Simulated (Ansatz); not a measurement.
**AlHClO (SMILES [O][AlH][Cl]): UHF/STO-3G**

Aim: the energy change on altering one bond length of AlHClO at UHF/STO-3G, from 2 runs. 

The calculation is run with Ansatz 0.2.0.

60 further runs of the same task are left out: 7 that didn't finish, 53 set aside as unsound or not needed.

**1. The molecule**

The species is AlHClO (4 atoms), meant as a doublet with charge 0. SMILES: `[O][AlH][Cl]`. The shape is that of a PBE0-D4/def2-TZVP optimisation.

Bond lengths: O1–Al2 1.729 Å, Al2–Cl3 2.081 Å, Al2–H4 1.566 Å. Angles: O1–Al2–Cl3 116.2°, O1–Al2–H4 118.8°, Cl3–Al2–H4 125.0°.

**2. The energy at UHF/STO-3G**

Input file molecule.yaml:

```yaml
basis:
  gaussian:
    orbitals: STO-3G
crystal:
  periodic: [false, false, false]
  atoms:
    - {symbol: O, position_ang: [0.290600, -1.035900, 1.350600]}
    - {symbol: Al, position_ang: [0.118400, 0.049000, 0.015600]}
    - {symbol: Cl, position_ang: [-1.573200, -0.210600, -1.168800]}
    - {symbol: H, position_ang: [1.219700, 1.137300, -0.217800]}
magnetization:
  spin_polarized: true
  initial_magnetization: 1
hamiltonian:
  xc: hf
accuracy: high
```

Started as:

```sh
$ ansatz run molecule.yaml --threads 1 --pin off --max-ram 2610MiB --events-out events.jsonl --progress --plain --runs-dir runs
```

What it wrote:

```text
Warning: RAYON_NUM_THREADS=1 ignored (pool sized by the plan → 1); use --threads N
Functional definition: HF
  name "HF"
  exchange = exact_x
  correlation = 0
432 factors; integrals over basis functions are off by at most 2.4e-8 eV
mean field evaluation 1: about -20897.7332 eV, gradient 1.9e1 eV
mean field evaluation 2: about -20897.7467 eV, gradient 1.9e1 eV
mean field evaluation 4: about -20901.3820 eV, gradient 1.5e0 eV
mean field evaluation 8: about -20901.4703 eV, gradient 1.1e-1 eV
mean field evaluation 16: about -20901.0237 eV, gradient 2.3e0 eV
mean field evaluation 32: about -20901.3347 eV, gradient 3.4e-1 eV
mean field evaluation 64: about -20901.4289 eV, gradient 5.4e-1 eV
mean field -20901.46940454 eV, -768.1148330920 hartree, gradient 6.1e-8 eV, S^2 0.756799; 2 other end points of the search recorded, 0 dependent functions left out
reference -20901.46940454 eV, -768.1148330920 hartree; 20, 19 occupied and 4, 5 virtual orbitals, 432 factors
Total energy: -20901.46940454 eV, -768.1148330920 hartree
```

It took 0.3 s on 1 thread of Arm Neoverse V1, shared host.

**3. The distorted shape**

Input file molecule.yaml:

```yaml
crystal:
  periodic: [false, false, false]
  atoms:
    - symbol: O
      position_ang: [0.713505, -0.970999, 1.646703]
    - symbol: Al
      position_ang: [0.541305, 0.113901, 0.311703]
    - symbol: Cl
      position_ang: [-1.573200, -0.210600, -1.168800]
    - symbol: H
      position_ang: [1.642605, 1.202201, 0.078303]
basis:
  gaussian: {orbitals: STO-3G}
magnetization: {spin_polarized: true, initial_magnetization: 1}
hamiltonian: {xc: hf}
accuracy: high
```

Started as:

```sh
$ ansatz run molecule.yaml --threads 1 --pin off --max-ram 2610MiB --events-out events.jsonl --progress --plain --runs-dir runs
```

What it wrote:

```text
Warning: RAYON_NUM_THREADS=1 ignored (pool sized by the plan → 1); use --threads N
[... 4 set-up lines as earlier in the session ...]
417 factors; integrals over basis functions are off by at most 2.4e-8 eV
mean field evaluation 1: about -20895.8782 eV, gradient 1.8e1 eV
mean field evaluation 2: about -20895.8914 eV, gradient 1.8e1 eV
mean field evaluation 4: about -20899.5132 eV, gradient 1.5e0 eV
mean field evaluation 8: about -20899.6038 eV, gradient 1.1e-1 eV
mean field evaluation 16: about -20899.5997 eV, gradient 2.5e-8 eV
mean field evaluation 32: about -20899.4520 eV, gradient 3.2e-1 eV
mean field evaluation 64: about -20890.1313 eV, gradient 9.6e0 eV
mean field -20899.59972018 eV, -768.0461234591 hartree, gradient 2.5e-8 eV, S^2 0.759252; 3 other end points of the search recorded, 0 dependent functions left out
reference -20899.59972018 eV, -768.0461234591 hartree; 20, 19 occupied and 4, 5 virtual orbitals, 417 factors
Total energy: -20899.59972018 eV, -768.0461234591 hartree
```

Wall time 0.36 s (1 thread of Arm Neoverse V1, shared host).

**4. Results**

Level: UHF/STO-3G.

```
                                                           quantity          value
                                          first shape: total energy  -768.11483 Eh
                                                  first shape: ⟨S²⟩          0.757
                                      distorted shape: total energy  -768.04612 Eh
                                              distorted shape: ⟨S²⟩          0.759
energy change with the Al2–Cl3 bond stretched from 2.081 to 2.602 Å       1.870 eV
```

With the Al2–Cl3 bond stretched from 2.081 to 2.602 Å the energy rises by 1.87 eV (43 kcal/mol). The first shape isn't relaxed at this level, so the change isn't measured from a minimum. The minimal basis adds a large error of its own.
